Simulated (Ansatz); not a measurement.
# SiN2H5 radical: a ladder of functionals and wavefunction methods

How much do the methods differ for SiN2H5 radical? The plan is to run it at one geometry with functionals of several rungs and with coupled cluster. The yardstick is the atomisation energy at the CCSD(T) limit.

The runs use Ansatz 0.2.0, Gaussian basis; functionals in def2-TZVPP, the program's frozen cores in correlated methods.

Plan: LDA (SPW92), PBE-D4, revPBE-D4, BLYP-D4, r2SCAN-D4, B97M-V, PBE0-D4, B3LYP-D4, r2SCANh-D4, r2SCAN0-D4, HSE06-D4, BHLYP-D4, CAM-B3LYP-D4, LC-ωPBE, ωB97X-V, ωB97M-V, B2PLYP, PBE-QIDH; CCSD(T)/def2-SVP; CCSD(T)/def2-TZVPP; MP2/def2-QZVPP; extrapolation to the limit; RPA on PBE.

**1. The relaxed structure**

An earlier PBE0-D4 in a triple-zeta def2 set relaxation fixed the geometry.

8 atoms, charge 0, spin multiplicity 2.

Atoms are counted from 1 here; the program's logs count them from 0.

Bond lengths: N1–Si2 1.713 Å, N1–H4 1.008 Å, N1–H5 1.005 Å, Si2–N3 1.720 Å, Si2–H6 1.504 Å, N3–H7 1.008 Å, N3–H8 1.008 Å. Angles: Si2–N1–H4 122.2°, Si2–N1–H5 121.8°, H4–N1–H5 112.8°, N1–Si2–N3 106.1°, N1–Si2–H6 117.2°, N3–Si2–H6 103.6°, Si2–N3–H7 120.2°, Si2–N3–H8 119.6°, H7–N3–H8 111.5°.

**2. LDA**

This LDA is Slater exchange with PW92 correlation.

The input, in.yaml:

```yaml
crystal:
  periodic: [false, false, false]
  atoms:
    - {symbol: N, position_ang: [-1.026977, 0.622077, -0.768270]}
    - {symbol: Si, position_ang: [0.527749, 0.579855, -0.050725]}
    - {symbol: N, position_ang: [0.789542, -1.052576, 0.425120]}
    - {symbol: H, position_ang: [-1.817867, 0.144458, -0.364574]}
    - {symbol: H, position_ang: [-1.296551, 1.349408, -1.406785]}
    - {symbol: H, position_ang: [0.716352, 1.354053, 1.225149]}
    - {symbol: H, position_ang: [0.730841, -1.793954, -0.255161]}
    - {symbol: H, position_ang: [1.468910, -1.260521, 1.139546]}
basis:
  gaussian: {orbitals: def2-TZVPP}
magnetization: {spin_polarized: true, initial_magnetization: 1}
hamiltonian: {xc: lda}
output: {orbitals: {seedname: orbitals}}
```

The runs that follow: PBE-D4 (GGA); revPBE-D4 (GGA); BLYP-D4 (GGA); r2SCAN-D4 (meta-GGA); B97M-V (meta-GGA); PBE0-D4 (hybrid); B3LYP-D4 (hybrid); r2SCANh-D4 (hybrid); r2SCAN0-D4 (hybrid); HSE06-D4 (hybrid); BHLYP-D4 (hybrid); CAM-B3LYP-D4 (range-separated); LC-ωPBE-D4 (range-separated); ωB97X-V (range-separated); ωB97M-V (range-separated); B2PLYP (double hybrid); PBE-QIDH (double hybrid); CCSD(T) in def2-SVP; CCSD(T) in def2-TZVPP; MP2 in def2-QZVPP; RPA on PBE orbitals.

Before running them: what should the planned runs give, taken together? Wanted: atomisation energy, CCSD(T)/CBS; farthest beyond LDA; mean size of error, GGA; mean size of error, meta-GGA; mean size of error, hybrid; mean size of error, range-separated; mean size of error, double hybrid; gap, smallest and largest; T1 diagnostic.

The runs gave:

| quantity | value |
| --- | --- |
| atomisation energy, CCSD(T)/CBS | 2592.4 kJ/mol |
| functionals within 13.0 kJ/mol (0.5 %) | r2SCAN-D4, B97M-V, PBE0-D4, HSE06-D4, LC-ωPBE, ωB97M-V |
| farthest beyond LDA | BHLYP-D4 (-65.4 kJ/mol) |
| mean size of error, GGA | 30.0 kJ/mol |
| mean size of error, meta-GGA | 4.8 kJ/mol |
| mean size of error, hybrid | 31.3 kJ/mol |
| mean size of error, range-separated | 17.2 kJ/mol |
| mean size of error, double hybrid | 35.1 kJ/mol |
| gap, smallest and largest | 1.16 eV (LDA (SPW92)), 8.65 eV (LC-ωPBE) |
| T1 diagnostic | 0.0137 |
| triples share of the correlation energy | 3.6 % |

What this shows: LDA overbinds by 375.5 kJ/mol (14 %). PBE-D4 misses by +45.3 kJ/mol. Double hybrids carry the basis error of their MP2 part in triple zeta, and no dispersion term here, so their miss is partly the set-up's. By mean error the best rung here is meta-GGA (4.8 kJ/mol) and the worst beyond LDA is double hybrid (35.1 kJ/mol). The reference freezes the cores and leaves out relativity and excitations past (T), so misses under about 13.0 kJ/mol can't be ranked. Hartree-Fock recovers 68 % of the binding; the rest is correlation. CCSD(T) in def2-SVP is off by -252.4 kJ/mol, more than most functionals: a good method in a small basis is no reference. The gap grows from 1.2 to 8.7 eV across the functionals, mostly with the share of exact exchange.
